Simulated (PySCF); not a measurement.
Predicted microwave data (PBE0-D3(BJ)/def2-SVP geometry optimisation, gas phase (PySCF)) for one isomer of C5H6:

* Rotational constants: A = 15960, B = 3330, C = 3164 MHz
* Dipole components: |μa| = 0.91 D, |μb| = 0.00 D, |μc| = 0.03 D
* Inertial defect: -23.70 u·Å²
* κ: -0.97

Question: Which structure is it? (One computed conformer of each.)
A. `[CH2:1]=[C:2]=[CH:3][CH:4]=[CH2:5]` with C2–C3–C4–C5 180°
B. `C=C1C=C1C`
C. `[CH2:1]=[CH:2][C:3]1=[CH:4][CH2:5]1` with C1–C2–C3–C4 180°
D. cyclopropylacetylene (`C#CC1CC1`)

Answer: D. It is C#CC1CC1, a near-prolate asymmetric top, point group Cs. The candidates at the same level (rigid rotor, commonest isotopes):

```csv
SMILES,A (MHz),B (MHz),C (MHz),μa (D),μb (D),μc (D),Δ (u·Å²),point group,rotor
C#CC1CC1,15960,3330,3164,0.91,0.00,0.03,-23.70,Cs,near-prolate asymmetric top
C=CC1=CC1,15587,3566,2960,0.43,0.42,0.00,-3.41,Cs,near-prolate asymmetric top
C=C1C=C1C,12050,3841,2966,2.45,0.60,0.00,-3.15,Cs,asymmetric top
C=C=CC=C,34602,2306,2195,0.23,0.03,0.00,-3.53,Cs,near-prolate asymmetric top
```

`C=C1C=C1C` has A 24 % too low; `C=C=CC=C` has A 117 % too high; `C=CC1=CC1` has B 7 % too high. In the right answer the mirror of this Cs structure is the ac plane, so μb vanishes by symmetry. No structure here is proved a minimum.
